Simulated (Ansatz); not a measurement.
C3H4O2 can be A, `O=CC1CO1`, or B, `OC1=CCO1`.

Computed with Ansatz on PBE0-D4/def2-TZVP structures; ΔE is electronic, products minus reactants. CCSD(T)/CBS adds triple-zeta CCSD(T) − MP2 to the extrapolated MP2 energy (def2 sets, frozen cores). Functionals use def2-TZVPP. B3LYP here is the variant with VWN-RPA as its local correlation; programs differ in this. Each species was taken in one conformer, which may not be the lowest.

(1) Which is lower in electronic energy at CCSD(T)/CBS, and by how much? (Best estimate.)

(2) Give E(B) − E(A) in kJ/mol with PBE0-D4, B3LYP, CCSD(T)/def2-SVP, LDA (SPW92), BLYP-D4, MP2/def2-TZVPP, PBE-D4. (An estimate is asked.)

(3) Does the order hold for the free energy at 298.15 K (harmonic terms from PBE0-D4)? (An estimate is asked.)

Largest T1 diagnostic: 0.014.

Answers

(1) The calculation gave: A, by 13.6 kJ/mol.

(2) Computed: PBE0-D4 9.2, B3LYP 20.5, CCSD(T)/def2-SVP 27.6, LDA (SPW92) -13.8, BLYP-D4 24.8, MP2/def2-TZVPP 15.1, PBE-D4 13.8. The order is the other way round with LDA (SPW92).

(3) Ansatz gave: Yes: G(B) − G(A) = +17.3 kJ/mol, for one conformer each.

From BLYP to BHLYP (50 % exact exchange), in def2-TZVPP and without D4, E(B) − E(A) moves by −9.5 kJ/mol. Leaving LDA and LC-ωPBE aside and taking each functional with its dispersion term where it has one, the values, not all of them listed here, spread over 16.0 kJ/mol, from HSE06-D4 to BLYP-D4. LDA lies −28.2 kJ/mol from PBE without D4.
